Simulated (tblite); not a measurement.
Compound: C₂H₅OS (doublet state).
Bonds: C1–S2, S2–C3, C3–O4. Hydrogens: H5, H6, H7 on C1; H8, H9 on C3.

Structure optimised with GFN2-xTB, isolated species. This method treats the open shell by occupation alone, without spin polarisation.

Q: List the bond lengths, angles and torsions at this level.

A: 
```json
{"bond": "C1–S2", "length (Å)": "1.790"}
{"bond": "S2–C3", "length (Å)": "1.961"}
{"bond": "C3–O4", "length (Å)": "1.251"}
{"bond": "C1–H5, C1–H7", "length (Å)": "1.086"}
{"bond": "C1–H6", "length (Å)": "1.095"}
{"bond": "C3–H8, C3–H9", "length (Å)": "1.110"}
```

Bonds in one row agree within 0.01 Å and their mean is given. A selection of angles:
```json
{"angle": "S2–C1–H5", "degrees": "109.0"}
{"angle": "S2–C1–H6", "degrees": "106.1"}
{"angle": "H5–C1–H6", "degrees": "111.2"}
{"angle": "H5–C1–H7", "degrees": "110.2"}
{"angle": "C1–S2–C3", "degrees": "97.8"}
{"angle": "S2–C3–O4", "degrees": "114.7"}
{"angle": "S2–C3–H8", "degrees": "98.2"}
{"angle": "O4–C3–H8", "degrees": "117.8"}
{"angle": "H8–C3–H9", "degrees": "106.8"}
```

Dihedral angles: C1–S2–C3–O4 0° (synperiplanar).

S2 (sulfur bonded to 2 C) is bent (angle 97.8°). The C–S distances run from 1.790 Å (C1–S2, drawn single) to 1.961 Å (S2–C3, drawn single), a spread of 0.171 Å. Of the pairs four or more bonds apart, O4···H6 is among the closest relative to their van der Waals radii: 2.04 Å, 75 % of the sum of Bondi's values. The 4 heavy atoms lie in one plane (0.000 Å rms).

Point group: Cs (tolerance 0.08 Å). Its GFN2-xTB frequencies are all real (lowest 132 cm⁻¹).

On one thread of an Arm Neoverse V1, shared host with 32 logical CPUs at a one-minute load of 20, this took 0.25 s of wall time. That covers the optimisation of the geometry.

One conformer stands for the species.

The numbers are calculated, not measured.
